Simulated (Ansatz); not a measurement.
# CH2Al (quartet): the correlation ladder at a displaced geometry (v1), cc-pVDZ

How much of the correlation energy of CH2Al (quartet) does each wave-function method recover here?

Program: Ansatz 0.2.0, Gaussian basis. Level of theory: cc-pVDZ, core rule «outside noble gas», up to 6 orbitals frozen. These are calculated values, not measurements.

Plan: UHF; CCSD(T) on ROHF; CCSD(T) on UHF; BCCD(T) on ROHF; CISD; CCSDT(Q) on ROHF; CCSDT(Q) on UHF; CASSCF and MRCISD+Q, 9 electrons in 10 orbitals; CASSCF and NEVPT2, 9 electrons in 10 orbitals.

30 further runs of the same task are left out: 2 for a known fault of the program, 13 that didn't finish, 15 set aside as unsound or not needed.

### Step 1. The geometry

The geometry is a PBE0/def2-TZVP stationary point (not a proven minimum) with its atoms shifted at random (size 0.040 Å).

4 atoms, charge 0, spin multiplicity 4.

Atoms are counted from 1 here; the program's logs count them from 0.

Bond lengths: Al1–C2 1.936 Å, Al1–H3 1.596 Å, Al1–H4 1.588 Å. Angles: C2–Al1–H3 115.8°, C2–Al1–H4 116.1°, H3–Al1–H4 128.1°.

### Step 2. UHF

Input file in.yaml:

```yaml
crystal:
  periodic: [false, false, false]
  atoms:
    - {symbol: Al, position_ang: [0.000453, 0.004150, 0.532812]}
    - {symbol: C, position_ang: [-0.000380, -0.011993, -1.403204]}
    - {symbol: H, position_ang: [0.047584, 1.446315, 1.214021]}
    - {symbol: H, position_ang: [-0.055193, -1.414495, 1.243823]}
basis:
  gaussian: {orbitals: cc-pVDZ}
magnetization: {spin_polarized: true, initial_magnetization: 3}
hamiltonian: {xc: hf}
output: {orbitals: {seedname: orbitals}}
```

Run with:

```bash
> ansatz run in.yaml --threads 1 --pin off --events-out ev --progress --plain --max-ram 2393MiB
```

Further steps of the session: CCSD(T) on ROHF; CCSD(T) on UHF; BCCD(T) on ROHF; CISD; CCSDT(Q) on ROHF; CCSDT(Q) on UHF; CASSCF and MRCISD+Q, 9 electrons in 10 orbitals; CASSCF and NEVPT2, 9 electrons in 10 orbitals.

Q: Predict the results of all the runs planned. Wanted: UCCSDT(Q) below the RHF energy; RMP2 from UCCSDT(Q); UMP2 from UCCSDT(Q); RCCSD from UCCSDT(Q); RCCSD(T) from UCCSDT(Q); UCCSD(T) from UCCSDT(Q); RCCSDT(Q) from UCCSDT(Q); NEVPT2 valence from UCCSDT(Q); MRCISD+Q valence from UCCSDT(Q).

As calculated:

```
                         quantity                                                                     value
   UCCSDT(Q) below the RHF energy                                                                -4.4228 eV
              RMP2 from UCCSDT(Q)                                                           +24.12 kcal/mol
              UMP2 from UCCSDT(Q)                                                           +23.94 kcal/mol
             RCCSD from UCCSDT(Q)                                                            +2.65 kcal/mol
          RCCSD(T) from UCCSDT(Q)                                                            +0.70 kcal/mol
          UCCSD(T) from UCCSDT(Q)                                                            +0.67 kcal/mol
         RCCSDT(Q) from UCCSDT(Q)                                                            +0.03 kcal/mol
    NEVPT2 valence from UCCSDT(Q)                                                           +19.30 kcal/mol
  MRCISD+Q valence from UCCSDT(Q)                                                            +0.63 kcal/mol
levels within 1 kcal/mol (43 meV)  RCCSD(T), UCCSD(T), BCCD(T), RCCSDT, UCCSDT, RCCSDT(Q), MRCISD+Q valence
                    T1 diagnostic                                                                     0.023
   effectively unpaired electrons                                                                      3.01
```

What this shows: RCCSD(T) lands +0.70 kcal/mol from the yardstick (0.7 % of the correlation energy). One determinant dominates. Of the multireference levels listed MRCISD+Q valence comes nearest in total energy (+0.63 kcal/mol), which doesn't show that its space is the better one. These misses are within one basis, not against nature; the frozen cores of restricted and unrestricted runs differ, which can shift their rows.
